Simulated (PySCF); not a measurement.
Molecule: `O=C(F)C1CC1`, C4H5FO.

Structure with atom numbers: `[O:1]=[C:2]([F:3])[CH:4]1[CH2:5][CH2:6]1` (H(Xn): hydrogen on atom n). Ha(C5), Ha(C6) are cis to C2 on the ring; Hb(C5), Hb(C6) are trans to C2 on the ring.

Geometry PBE0-D3(BJ)/def2-SVP throughout; GIAO in PySCF 2.14, gas phase, one conformer, non-relativistic; equivalent atoms averaged; basis pcSseg-2.

Task: How do the shifts δ (against H2O, TMS, CFCl3 at the same level) depend on the functional? (ppm; last column core-seconds on 1 thread of an Arm Neoverse V1, shared host; the GGAs took longer than the global hybrids here, which isn't the general rule, and the cause wasn't traced)

Result: 
```
functional           kind     O1     C2  C5/C6    C4    F3  H(C4)  Ha(C5)/Ha(C6)  Hb(C5)/Hb(C6)  core-s
       KT2            GGA  363.5  169.1   13.1  11.2  25.9   1.52           1.14           1.00      48
       KT3            GGA  361.6  167.2   13.4  11.4  30.7   1.53           1.17           1.02      48
     B97-D            GGA  374.0  172.5   14.9  13.5  39.9   1.56           1.19           1.03      48
     B3LYP  global hybrid  396.2  179.1   13.9  12.8  48.1   1.53           1.19           1.02      32
      PBE0  global hybrid  396.5  178.3   13.6  12.7  51.9   1.53           1.19           1.00      31
  mPW1PW91  global hybrid  397.2  178.5   13.8  13.0  52.5   1.53           1.20           1.00      32
```

Task: Which nucleus moves most, in ppm?

Result: O1 (carbonyl oxygen): from 361.6 ppm with KT3 to 397.2 ppm with mPW1PW91. The smallest spread is 0.03 ppm, at Hb(C5)/Hb(C6). Proton shifts span only some 12 ppm, so a few tenths of a ppm matter as much there as several ppm in carbon.
